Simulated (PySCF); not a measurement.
Species: C2H3F.
Numbering: `[CH2:1]=[CH:2][F:3]` (hydrogens: H4, H5 on C1; H6 on C2)

Jobs on this species (6 atoms, 24 electrons) with PySCF (density fitting). Hardware of each: an Intel Xeon Platinum 8488C with one thread (shared host). The host was shared with other jobs, so the times are rough. Peak memory is the resident size of the whole Python process, interpreter and libraries included.

```tsv
level and settings	work	basis functions	SCF cycles	wall time	peak memory
WP04/pcSseg-2	shieldings	150	?	?	?
PBE0/6-31G	shieldings, charges and field gradients	33	?	?	?
LC-wPBE/pcSseg-2	shieldings	150	12	10 s	0.54 GiB
CAM-B3LYP/pcSseg-2	shieldings	150	13	6.8 s	0.55 GiB
PBE0/STO-3G	shieldings, charges and field gradients	18	12	0.98 s	0.46 GiB
BHandHLYP/pcSseg-2	shieldings	150	12	5.3 s	0.54 GiB
PBE0/def2-SVP	shieldings, charges and field gradients	57	14	2.5 s	0.46 GiB
PBE0-D3(BJ)/def2-SVP, grid level 1	geometry optimisation from an MMFF94s start shaken at random	57	54	7.7 s	0.27 GiB
wB97X-D/pcSseg-2	shieldings	150	13	6.5 s	0.55 GiB
```

**Question.** Fill in the missing figures.

**Answer.** 
- WP04/pcSseg-2; shieldings: 5.5 s, 0.54 GiB, 13 SCF cycles
- PBE0/6-31G; shieldings, charges and field gradients: 1.8 s, 0.46 GiB, 13 SCF cycles

**Question.** What do all jobs in the table cost together?

**Answer.** About 47 s; the longest takes about 21 % of that, and about 10 times as long as the shortest.
